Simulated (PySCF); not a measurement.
PySCF input (M06-2X/def2-TZVPD):

```python
from pyscf import gto, scf, dft

mol = gto.M(
    atom='''
    C    -0.02414292    1.12315603    0.01877293
    S     0.01525850   -0.70984264   -0.01186463
    H    -1.05021111    1.51794223    0.00835545
    H     0.46073541    1.53526110    0.91534586
    H     0.49019726    1.56534275   -0.84650488
    ''',
    basis='def2-tzvpd',
    charge=-1,
    spin=0,
    verbose=4,
)

mf = dft.RKS(mol, xc='m062x').density_fit(auxbasis='def2-universal-jkfit')
mf.grids.level = 4
mf.conv_tol = 1e-9
mf.max_cycle = 100
mf.max_memory = 1500
mf.kernel()
if not mf.converged:
    mf = mf.newton()
    mf.kernel(mf.make_rdm1())
mf.analyze()
```

End of the output:

```
Extra cycle  E= -438.108593571148  delta_E= -1.36e-12  |g|= 2.13e-07  |ddm|= 4.9e-06
converged SCF energy = -438.108593571148
**** SCF Summaries ****
Total Energy =                        -438.108593571148162
Nuclear Repulsion Energy =              47.554359787666286
One-electron Energy =                 -703.978373760573277
Two-electron Energy =                  218.315420401758843
Two-electron Coulomb Energy =          250.698431940682383
DFT Exchange-Correlation Energy =      -32.383011538923526
HOMO-LUMO gap [eV] =                     5.146290413966280
**** MO energy ****
MO #1   energy= -89.6102855323102  occ= 2
MO #2   energy= -10.3524419695882  occ= 2
MO #3   energy= -7.96737570396675  occ= 2
MO #4   energy= -5.88790592009847  occ= 2
MO #5   energy= -5.88334487518116  occ= 2
MO #6   energy= -5.8833447674194   occ= 2
MO #7   energy= -0.616112367294345 occ= 2
MO #8   energy= -0.447316939085585 occ= 2
MO #9   energy= -0.276871029469737 occ= 2
MO #10  energy= -0.276870325139428 occ= 2
MO #11  energy= -0.1666211604031   occ= 2
MO #12  energy= -0.0296014727247678 occ= 2
MO #13  energy= -0.0296008365881486 occ= 2
MO #14  energy= 0.159521849414829  occ= 0
MO #15  energy= 0.172874315409734  occ= 0
MO #16  energy= 0.188143143014021  occ= 0
MO #17  energy= 0.188143578179178  occ= 0
MO #18  energy= 0.24304354717906   occ= 0
MO #19  energy= 0.26638990709558   occ= 0
MO #20  energy= 0.266390158372726  occ= 0
MO #21  energy= 0.304382521220052  occ= 0
MO #22  energy= 0.304382915346458  occ= 0
MO #23  energy= 0.328700042774326  occ= 0
MO #24  energy= 0.352246095547903  occ= 0
MO #25  energy= 0.369143664826983  occ= 0
MO #26  energy= 0.369144080685489  occ= 0
MO #27  energy= 0.403513747525171  occ= 0
MO #28  energy= 0.403514042581188  occ= 0
MO #29  energy= 0.41212904664961   occ= 0
MO #30  energy= 0.430153991286073  occ= 0
MO #31  energy= 0.442903365667022  occ= 0
MO #32  energy= 0.442903491217829  occ= 0
MO #33  energy= 0.464960333352893  occ= 0
MO #34  energy= 0.480497082424636  occ= 0
MO #35  energy= 0.491889783107204  occ= 0
MO #36  energy= 0.491890085024606  occ= 0
MO #37  energy= 0.518373248158611  occ= 0
MO #38  energy= 0.547039283897554  occ= 0
MO #39  energy= 0.547039626659336  occ= 0
MO #40  energy= 0.571032392214615  occ= 0
MO #41  energy= 0.571034002796433  occ= 0
MO #42  energy= 0.611480471875176  occ= 0
MO #43  energy= 0.683271438570104  occ= 0
MO #44  energy= 0.683272179895497  occ= 0
MO #45  energy= 0.732571553765532  occ= 0
MO #46  energy= 0.732572705114057  occ= 0
MO #47  energy= 0.761433519052702  occ= 0
MO #48  energy= 0.81698888701122   occ= 0
MO #49  energy= 0.816991170813353  occ= 0
MO #50  energy= 0.827600471190909  occ= 0
MO #51  energy= 0.899132605697837  occ= 0
MO #52  energy= 0.899134259872246  occ= 0
MO #53  energy= 0.902130825787103  occ= 0
MO #54  energy= 0.959568946458225  occ= 0
MO #55  energy= 0.959571467876585  occ= 0
MO #56  energy= 0.971607965822582  occ= 0
MO #57  energy= 1.15564989743424   occ= 0
MO #58  energy= 1.1556510980155    occ= 0
MO #59  energy= 1.28824685359533   occ= 0
MO #60  energy= 1.30924200731675   occ= 0
MO #61  energy= 1.30924514092853   occ= 0
MO #62  energy= 1.40325689307069   occ= 0
MO #63  energy= 1.84987994452932   occ= 0
MO #64  energy= 1.85769329187909   occ= 0
MO #65  energy= 1.8576949666819    occ= 0
MO #66  energy= 1.87651562123459   occ= 0
MO #67  energy= 1.92373612600832   occ= 0
MO #68  energy= 1.92373869495387   occ= 0
MO #69  energy= 1.93771683578668   occ= 0
MO #70  energy= 1.93772062197643   occ= 0
MO #71  energy= 1.93949552275693   occ= 0
MO #72  energy= 1.98360064404049   occ= 0
MO #73  energy= 2.01510782769983   occ= 0
MO #74  energy= 2.01989879576753   occ= 0
MO #75  energy= 2.01990335935648   occ= 0
MO #76  energy= 2.08303120848578   occ= 0
MO #77  energy= 2.08303285880961   occ= 0
MO #78  energy= 2.09240398402855   occ= 0
MO #79  energy= 2.23679284789155   occ= 0
MO #80  energy= 2.2367955635263    occ= 0
MO #81  energy= 2.25355033082182   occ= 0
MO #82  energy= 2.30698640609743   occ= 0
MO #83  energy= 2.3943620454662    occ= 0
MO #84  energy= 2.3943696889875    occ= 0
MO #85  energy= 2.49963525284491   occ= 0
MO #86  energy= 2.6857676191492    occ= 0
MO #87  energy= 2.68577167291576   occ= 0
MO #88  energy= 2.78352209646204   occ= 0
MO #89  energy= 2.78352484019566   occ= 0
MO #90  energy= 2.87495831945183   occ= 0
MO #91  energy= 2.87497053881717   occ= 0
MO #92  energy= 3.01689793834869   occ= 0
MO #93  energy= 3.23760632569138   occ= 0
MO #94  energy= 3.37813926249973   occ= 0
MO #95  energy= 3.37814603537228   occ= 0
MO #96  energy= 3.50093525521435   occ= 0
MO #97  energy= 3.59864640492235   occ= 0
MO #98  energy= 3.59864726593108   occ= 0
MO #99  energy= 3.73067163849286   occ= 0
MO #100 energy= 3.84490270253811   occ= 0
MO #101 energy= 3.84490664041504   occ= 0
MO #102 energy= 3.8529598281074    occ= 0
MO #103 energy= 4.49371916982572   occ= 0
MO #104 energy= 4.49378022660794   occ= 0
MO #105 energy= 4.62352317800955   occ= 0
MO #106 energy= 9.31921509016709   occ= 0
MO #107 energy= 9.31921933567458   occ= 0
MO #108 energy= 9.65821079845442   occ= 0
MO #109 energy= 19.5368438548038   occ= 0
MO #110 energy= 22.5305023688627   occ= 0
 ** Mulliken pop on meta-lowdin orthogonal AOs  **
 ** Mulliken pop  **
pop of  0 C 1s            1.99995
pop of  0 C 2s            1.06873
pop of  0 C 3s            0.00280
pop of  0 C 4s            0.00344
pop of  0 C 5s            0.00084
pop of  0 C 6s            0.00020
pop of  0 C 2px           1.11037
pop of  0 C 2py           1.06954
pop of  0 C 2pz           1.11038
pop of  0 C 3px           0.00165
pop of  0 C 3py           0.00029
pop of  0 C 3pz           0.00165
pop of  0 C 4px           0.00002
pop of  0 C 4py           0.00035
pop of  0 C 4pz           0.00002
pop of  0 C 3dxy          0.00395
pop of  0 C 3dyz          0.00399
pop of  0 C 3dz^2         0.00063
pop of  0 C 3dxz          0.00051
pop of  0 C 3dx2-y2       0.00085
pop of  0 C 4dxy          0.00157
pop of  0 C 4dyz          0.00157
pop of  0 C 4dz^2         0.00024
pop of  0 C 4dxz          0.00019
pop of  0 C 4dx2-y2       0.00033
pop of  0 C 5dxy          0.00405
pop of  0 C 5dyz          0.00413
pop of  0 C 5dz^2         0.00031
pop of  0 C 5dxz          0.00020
pop of  0 C 5dx2-y2       0.00050
pop of  0 C 4f-3          0.00078
pop of  0 C 4f-2          0.00005
pop of  0 C 4f-1          0.00053
pop of  0 C 4f+0          0.00002
pop of  0 C 4f+1          0.00071
pop of  0 C 4f+2          0.00003
pop of  0 C 4f+3          0.00011
pop of  1 S 1s            1.99999
pop of  1 S 2s            1.99973
pop of  1 S 3s            1.84647
pop of  1 S 4s            0.00745
pop of  1 S 5s            0.00054
pop of  1 S 6s            0.00020
pop of  1 S 2px           1.99997
pop of  1 S 2py           1.99992
pop of  1 S 2pz           1.99997
pop of  1 S 3px           1.93137
pop of  1 S 3py           1.03206
pop of  1 S 3pz           1.93154
pop of  1 S 4px           0.02802
pop of  1 S 4py           0.00182
pop of  1 S 4pz           0.02802
pop of  1 S 5px           0.00260
pop of  1 S 5py           0.00045
pop of  1 S 5pz           0.00260
pop of  1 S 6px           0.00014
pop of  1 S 6py           0.00033
pop of  1 S 6pz           0.00014
pop of  1 S 7px           0.00011
pop of  1 S 7py           0.00010
pop of  1 S 7pz           0.00011
pop of  1 S 3dxy          0.00070
pop of  1 S 3dyz          0.00070
pop of  1 S 3dz^2         0.00232
pop of  1 S 3dxz          0.00003
pop of  1 S 3dx2-y2       0.00689
pop of  1 S 4dxy          0.00103
pop of  1 S 4dyz          0.00104
pop of  1 S 4dz^2         0.00005
pop of  1 S 4dxz          0.00001
pop of  1 S 4dx2-y2       0.00011
pop of  1 S 5dxy          0.00142
pop of  1 S 5dyz          0.00143
pop of  1 S 5dz^2         0.00008
pop of  1 S 5dxz          0.00001
pop of  1 S 5dx2-y2       0.00022
pop of  1 S 4f-3          0.00019
pop of  1 S 4f-2          0.00001
pop of  1 S 4f-1          0.00012
pop of  1 S 4f+0          0.00012
pop of  1 S 4f+1          0.00002
pop of  1 S 4f+2          0.00019
pop of  1 S 4f+3          0.00030
pop of  2 H 1s            0.91610
pop of  2 H 2s            0.00333
pop of  2 H 3s            0.00206
pop of  2 H 2px           0.00064
pop of  2 H 2py           0.00096
pop of  2 H 2pz           0.00001
pop of  2 H 3px           0.00021
pop of  2 H 3py           0.00097
pop of  2 H 3pz           0.00035
pop of  3 H 1s            0.91610
pop of  3 H 2s            0.00333
pop of  3 H 3s            0.00206
pop of  3 H 2px           0.00016
pop of  3 H 2py           0.00095
pop of  3 H 2pz           0.00049
pop of  3 H 3px           0.00031
pop of  3 H 3py           0.00098
pop of  3 H 3pz           0.00024
pop of  4 H 1s            0.91610
pop of  4 H 2s            0.00333
pop of  4 H 3s            0.00206
pop of  4 H 2px           0.00018
pop of  4 H 2py           0.00094
pop of  4 H 2pz           0.00048
pop of  4 H 3px           0.00031
pop of  4 H 3py           0.00099
pop of  4 H 3pz           0.00023
 ** Mulliken atomic charges  **
charge of    0C =     -0.39549
charge of    1S =     -0.83066
charge of    2H =      0.07538
charge of    3H =      0.07538
charge of    4H =      0.07538

WARN: System has nonzero charge -1; the dipole moment is origin-dependent.
Location of origin: [0. 0. 0.]

Dipole moment(X, Y, Z, Debye): -0.07033,  3.27162,  0.05469
```

It need not be the lowest isomer of its formula. Whether it binds its extra electron was not tested at this geometry.
